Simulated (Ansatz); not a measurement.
Energy needed to pull apart C$_{4}$H$_{5}$F (SMILES FC1=CCC1), closed shell, into free ground-state atoms, from the structure below (displaced at random from its PBE0-D4/def2-TZVP minimum); no zero-point or spin–orbit terms; open-shell atoms are treated unrestricted, in their ground-state multiplicity.

```xyz
10
angstrom
F 0.2665 0.4919 2.3505
C 0.1085 0.0843 1.0839
C -0.0515 -1.0586 0.4840
C -0.1033 -0.3946 -0.8602
C 0.0637 0.9470 -0.1596
H -0.0535 -2.1332 0.8392
H 0.7256 -0.6672 -1.5599
H -1.0282 -0.4877 -1.3772
H -0.8019 1.6633 -0.2186
H 0.9837 1.5069 -0.3998
```

Program: Ansatz 0.2.0. Basis: def2-TZVPP. Cores are frozen in the correlated methods.

```json
{"method": "PBE-D4", "atomization energy (kJ/mol)": "4377"}
{"method": "r2SCAN-D4", "atomization energy (kJ/mol)": "?"}
{"method": "PBE0-D4", "atomization energy (kJ/mol)": "4283"}
{"method": "wB97M-V", "atomization energy (kJ/mol)": "4238"}
{"method": "HF", "atomization energy (kJ/mol)": "3073"}
{"method": "MP2", "atomization energy (kJ/mol)": "4213"}
{"method": "CCSD", "atomization energy (kJ/mol)": "?"}
{"method": "CCSD(T)", "atomization energy (kJ/mol)": "4113"}
```

Task: What does r2SCAN-D4 give? (To be estimated.)

Result: The calculation gives: 4244 kJ/mol, which is about 131 kJ/mol more than CCSD(T)/def2-TZVPP.

Task: What does CCSD give? (An estimate is asked for; the value comes from the calculation.)

Result: By the calculation: 4041 kJ/mol, which is about 72 kJ/mol less than CCSD(T)/def2-TZVPP.

In triple zeta the MP2 and coupled-cluster atomization energies are still short of their basis limit by a few kcal/mol a bond, whereas those of the functionals are nearly converged, so these differences are not deviations from converged CCSD(T).

T1 diagnostic: at most 0.012.

For scale, one of the runs: CCSD(T)/def2-TZVPP forces, 225 basis functions (an equivalent command: `ansatz run in.yaml --threads 4`). Time: 7.7 min of wall clock on 4 CPU threads; the host was shared. Peak host memory: 4.3 GiB.
